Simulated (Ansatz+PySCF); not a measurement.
## singlet Li₂: levels of theory in one basis

```xyz
2

Li    0.0000    0.0000   -2.0903
Li    0.0000    0.0000    2.0903
```

Basis set: cc-pVDZ (spherical functions). All electrons are correlated. Charge 0, multiplicity 1.

Computed with Ansatz (development build ahead of 0.2.0); each method stands on the lowest determinant of its kind that the runs found. NEVPT2 correlates all electrons. Active spaces start from the frontier orbitals, and the lowest solution found is given.

```json
{"method": "RHF", "E − E(RHF) (eV)": "0.00", "<S²> of the determinant": "0.00"}
{"method": "UHF", "E − E(RHF) (eV)": "-0.55", "<S²> of the determinant": "0.86"}
{"method": "RHF-MP2", "E − E(RHF) (eV)": "-0.55", "<S²> of the determinant": "–"}
{"method": "UHF-MP2", "E − E(RHF) (eV)": "-0.64", "<S²> of the determinant": "0.86"}
{"method": "RHF-CCSD", "E − E(RHF) (eV)": "-0.89", "<S²> of the determinant": "–"}
{"method": "RHF-CCSD(T)", "E − E(RHF) (eV)": "-0.89", "<S²> of the determinant": "–"}
{"method": "full CI (lowest root of this spin)", "E − E(RHF) (eV)": "-0.89", "<S²> of the determinant": "–"}
{"method": "CASSCF(2,2)", "E − E(RHF) (eV)": "-0.67", "<S²> of the determinant": "–"}
```

Q: What does SC-NEVPT2(2,2) give on the same scale?

A: -0.76 eV. NEVPT2 here correlates all electrons, so it doesn't share the others' frozen core.

At such a shape the full CI root can have another spatial symmetry than the determinants, so the rows needn't describe one state.

Q: Is a single determinant a sound starting point here?

A: It is doubtful. Unrestricted orbitals lower Hartree–Fock by 0.55 eV and <S²> is 0.86 where a pure state has 0.00, a sign of strong static correlation. The CASSCF(2,2) natural occupations are 1.63, 0.37.

Caution for RHF, RHF-MP2, RHF-CCSD, RHF-CCSD(T): an unrestricted determinant lies well below. Caution for UHF, UHF-MP2: the unrestricted determinant is a mixture of spin states; the determinant breaks the point group. Caution for RHF-MP2, UHF-MP2, RHF-CCSD, RHF-CCSD(T): large amplitudes, a single reference is doubtful.
